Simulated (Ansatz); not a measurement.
S₅⁺: single points at one geometry.

```yaml
crystal:
  periodic: [false, false, false]
  atoms:
    - {symbol: S, position_ang: [-0.416808, -1.134790, 0.208239]}
    - {symbol: S, position_ang: [0.484236, 1.983468, -0.501481]}
    - {symbol: S, position_ang: [-1.207434, 1.689542, -1.357828]}
    - {symbol: S, position_ang: [1.218837, 0.278927, 0.590034]}
    - {symbol: S, position_ang: [-0.078831, -2.817148, 1.061036]}
basis:
  gaussian: {orbitals: def2-TZVP, initial_orbitals: start.molden}
total_charge: 1
magnetization: {spin_polarized: true, initial_magnetization: 1}
correlation: {method: ccsd_t}
scf: {omitted_lower_state_checks: [starts, cluster_reference]}
output: {orbitals: {seedname: orbitals}}
```

The file start.molden holds the orbitals of an earlier run on this structure, at another level or in another basis.

```sh
$ ansatz run in.yaml --threads 4 --pin off --events-out ev --progress --plain --max-ram 4787MiB
```

Shortened log:

```
Functional definition: HF
1107 factors; integrals over basis functions are off by at most 6.3e-4 eV
mean field evaluation 1: about -54077.7019 eV, gradient 3.3e1 eV
mean field evaluation 2: about -54079.1997 eV, gradient 2.4e0 eV
mean field evaluation 4: about -54079.6569 eV, gradient 1.8e-1 eV
mean field evaluation 8: about -54079.6833 eV, gradient 3.9e-6 eV
mean field -54079.68334782 eV, -1987.3917065063 hartree, gradient 2.8e-6 eV, S^2 1.666260; 0 other end points of the search recorded, 0 dependent functions left out
25 core orbitals not correlated: weight in the atoms' cores, before any rotation towards them, 1.000 or more for the frozen orbitals, at most 0.000 for the correlated occupied ones
reference -54079.68334782 eV, -1987.3917065063 hartree; 15, 14 occupied and 145, 146 virtual orbitals, 1107 factors
second order -21.44061497 eV of doubles, -0.00000000 eV of singles
cycle   1  -22.22169747 eV  change   -7.8e-1 eV  update   1.9e-1
cycle   2  -23.08129627 eV  change   -8.6e-1 eV  update   7.0e-2
cycle   3  -23.41434382 eV  change   -3.3e-1 eV  update   6.6e-2
cycle   4  -23.49430962 eV  change   -8.0e-2 eV  update   4.0e-2
cycle   5  -23.52904587 eV  change   -3.5e-2 eV  update   2.7e-2
cycle   6  -23.55860216 eV  change   -3.0e-2 eV  update   1.2e-2
cycle   7  -23.56788879 eV  change   -9.3e-3 eV  update   6.5e-3
cycle   8  -23.57548256 eV  change   -7.6e-3 eV  update   3.7e-3
cycle   9  -23.57866198 eV  change   -3.2e-3 eV  update   1.7e-3
cycle  10  -23.57746442 eV  change    1.2e-3 eV  update   9.0e-4
cycle  11  -23.57768338 eV  change   -2.2e-4 eV  update   5.2e-4
cycle  12  -23.57828183 eV  change   -6.0e-4 eV  update   3.8e-4
cycle  13  -23.57812086 eV  change    1.6e-4 eV  update   2.6e-4
cycle  14  -23.57828459 eV  change   -1.6e-4 eV  update   1.8e-4
cycle  15  -23.57806440 eV  change    2.2e-4 eV  update   1.1e-4
cycle  16  -23.57811212 eV  change   -4.8e-5 eV  update   7.1e-5
cycle  17  -23.57815426 eV  change   -4.2e-5 eV  update   3.8e-5
cycle  18  -23.57816974 eV  change   -1.5e-5 eV  update   2.0e-5
perturbative correction -1.67796263 eV, -0.0616639892 hartree
Total energy: -54104.93948018 eV, -1988.3198522516 hartree
Checks for a lower state left out: starts, cluster_reference
```

Run time 1.8 min (4 threads of AMD EPYC 7B13 on a shared host), peak host memory 4 GiB.

First input, but with `hamiltonian: {xc: r2scan, dispersion: d4}`, `scf: {omitted_lower_state_checks: [starts]}` and without the key `correlation` (abridged; 5.5 s):

```
Functional definition: r2SCAN
mean field -54166.80720429 eV, -1990.5934491770 hartree, gradient 1.9e-5 eV, S^2 0.839857
Total energy: -54166.86684731 eV, -1990.5956410175 hartree
Checks for a lower state left out: starts
```

As the first input, with `gaussian: {orbitals: def2-SVP, initial_orbitals: start.molden}`, `hamiltonian: {xc: pbe0, dispersion: d4}`, `scf: {omitted_lower_state_checks: [starts]}` and without the key `correlation` (abridged; 1.6 s):

```
Functional definition: PBE0
mean field -54131.71383713 eV, -1989.3037917210 hartree, gradient 1.8e-5 eV, S^2 0.949546
Total energy: -54131.94184081 eV, -1989.3121707017 hartree
Checks for a lower state left out: starts
```

The first input with `hamiltonian: {xc: hf}`, `scf: {omitted_lower_state_checks: [starts]}` and without the key `correlation` (abridged; 8.5 s):

```
Functional definition: HF
mean field -54079.68308383 eV, -1987.3916968048 hartree, gradient 2.2e-5 eV, S^2 1.666258
Total energy: -54079.68308383 eV, -1987.3916968048 hartree
Checks for a lower state left out: starts
```

Geometry: PBE-D4/def2-SVP.

Correlated methods freeze 25 core orbitals. At CCSD(T)/def2-TZVP T1 of the charge 1 doublet is large (up to 0.058), so the single-reference result is doubtful. At CCSD(T)/def2-TZVP, r2SCAN-D4/def2-TZVP, PBE0-D4/def2-SVP, HF/def2-TZVP the charge 1 doublet is spin-contaminated (final ⟨S²⟩ up to 1.67, 0.75 for a pure state). Another isomer (doublet) lies 0.90 eV lower at PBE0-D4/def2-TZVP; other spin states weren't run for this one.
